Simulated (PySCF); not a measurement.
Electronic absorption of C2H3P

Compound: C₂H₃P.
SMILES with atom numbers: `[CH3:1][C:2]#[P:3]` (hydrogens: H4, H5, H6 on C1)

Level of theory: TDDFT CAM-B3LYP/def2-SVPD, vertical, gas phase, core orbitals frozen in the response in PySCF 2.14.0, density-fitted response routines. Geometry: PBE0-D3(BJ)/def2-SVP; no solvent, vibrations or thermal averaging.

**Question.** What does the calculation give for the low-lying excited states?

**Answer.** 

```csv
state,E (eV),λ (nm),ν̃ (cm⁻¹),f,symmetry,"main configurations (H = HOMO, L = LUMO)"
S1,4.30,288.3,34690,0.0000,–,H-1/H→L/L+1 (≥95%)
S2,4.66,266.2,37570,0.0003,–,H-1/H→L/L+1 (≥91%)
S3,4.66,266.2,37570,0.0003,–,H-1/H→L/L+1 (≥91%)
S4,6.96,178.2,56130,0.023,E,H-1/H→L+2 (≥92%)
S5,6.96,178.2,56130,0.023,E,H-1/H→L+2 (≥92%)
```

The lowest singlet comes at 288 nm (415 kJ/mol) in the ultraviolet; it is dark (f under 0.0005); its leading configuration is HOMO-1/HOMO→LUMO/LUMO+1 (≥95%). The most intense listed level is S4/S5 at 6.96 eV (178 nm, f = 0.046 summed), 2.66 eV above S1. It is the last of those listed, so stronger ones may follow. S2/S3 and S4/S5 lie within about 0.01 eV of each other in each set; the point group C3v has degenerate representations, and within a degenerate level the listed configurations can mix freely. Löwdin shares by element: HOMO (one of a set within 0.03 eV) carbon 54%, phosphorus 42%; LUMO (one of a set within 0.03 eV) phosphorus 53%, carbon 40%. Orbital energies (eV): HOMO-3 -13.75, HOMO-2 -11.12, HOMO-1 -8.68, HOMO -8.68, LUMO 0.26, LUMO+1 0.26, LUMO+2 1.30. The listed states span 2.66 eV, and the widest gap between neighbours is 2.30 eV (S3 to S4). Weighted by f, the mean energy of these states is 6.93 eV. Symmetry labels in C3v follow from the direction of the transition dipole and are given only for states with f of 0.002 or more. Orbitals of the list HOMO-3 to LUMO+2 that lie within 0.01 eV of each other are written together with a slash and their weights summed (≥ marks a lower bound); for degenerate orbitals outside that list single weights are arbitrary. Only the lowest 6 singlets were computed, as vertical energies without vibronic structure. The highest level found (7.52 eV, f 0.028 so far) is left out, since the window may have cut off a degenerate partner.

The run took 2.8 s of wall time on Arm Neoverse V2, one thread (shared host), and the process peaked at 0.40 GiB of memory.
